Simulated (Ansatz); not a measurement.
`O=C=[S+]`, charge 1, multiplicity 2.

Give a relaxed structure at PBE0-D4/def2-TZVP (Ansatz 0.2.0). (Best estimate.)

The calculation gave: 
```xyz
3

O     0.865    0.275   -0.920
C     0.111    0.035   -0.118
S    -0.977   -0.311    1.038
```
Point group C∞v.
